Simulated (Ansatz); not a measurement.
# CAlF: the cost of one run

Method: def2-QZVPP, core rule «outside noble gas», up to 7 orbitals frozen; program: Ansatz 0.2.0, Gaussian basis.

Plan: UHF; ROHF; CCSD(T) on UHF.

2 further runs of the same task are left out: 2 set aside as unsound or not needed.

## 1. The geometry

The geometry is a PBE0/def2-TZVP stationary point (not a proven minimum) of the parent state, kept for this charge and spin.

3 atoms, charge 0, spin multiplicity 5.

Atoms are counted from 1 here; the program's logs count them from 0.

Bond lengths: C1–Al2 1.940 Å, Al2–F3 1.645 Å. Angles: C1–Al2–F3 180.0°.

## 2. UHF

File in.yaml:

```yaml
crystal:
  periodic: [false, false, false]
  atoms:
    - {symbol: C, position_ang: [0.000000, 0.000000, 1.841767]}
    - {symbol: Al, position_ang: [0.000000, 0.000000, -0.098433]}
    - {symbol: F, position_ang: [0.000000, 0.000000, -1.743333]}
basis:
  gaussian: {orbitals: "def2-QZVPP.json"}
magnetization: {spin_polarized: true, initial_magnetization: 4}
hamiltonian: {xc: hf}
output: {orbitals: {seedname: orbitals}}
```

Run with:

```bash
$ ansatz run in.yaml --threads 1 --pin off --events-out ev --progress --plain --max-ram 2393MiB
```

Q: Estimate wall time and peak memory on 1 thread of Arm Neoverse V1, shared host.

About 6.5 s, with a peak of 0.32 GiB.
